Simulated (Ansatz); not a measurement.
**Ligand exchange: CH3F + MgH(OH) → CH4O + MgHF**

Gas-phase species: CH3F (fluoromethane) `CF`, singlet; MgH(OH), singlet; CH4O `CO`, singlet; MgHF `[F][MgH]`, singlet. The partners trade F for OH: C–F and Mg–OH bonds give way to C–OH and Mg–F.

Shapes, held fixed at every level: PBE0-D4/def2-TZVP. Programs: Ansatz 0.2.0. The zero-point and thermal change to 298 K, harmonic and unscaled (PBE0-D4/def2-TZVP), is +3.0 kJ/mol.

| level | kind | ΔH(298 K) (kJ/mol) | less CCSD(T)/def2-TZVPP |
| --- | --- | --- | --- |
| HF/def2-SVP | Hartree–Fock | -53.2 | -0.5 |
| r2SCAN0-D4/def2-TZVPP | global hybrid | -52.2 | +0.5 |
| wB97X-V/def2-TZVPP | range-separated hybrid | -52.8 | -0.1 |
| MP2/def2-SVP | perturbation theory | -60.8 | -8.1 |
| CCSD(T)/def2-SVP | coupled cluster or CI | -59.4 | -6.7 |
| CCSD/def2-TZVPP | coupled cluster or CI | -52.1 | +0.6 |
| CCSD(T)/def2-TZVPP | coupled cluster or CI | -52.7 | 0.0 |

The highest level, CCSD(T)/def2-TZVPP, gives ΔH(298 K) = -52.7 kJ/mol; the levels span -60.8 to -52.1. The column of differences is taken from that level and isn't an error. No measured value is set beside it here. Outer-core shells of Mg are correlated, in sets that cover them unevenly. Sets without diffuse functions underbind ionic bonds of s-block metals.
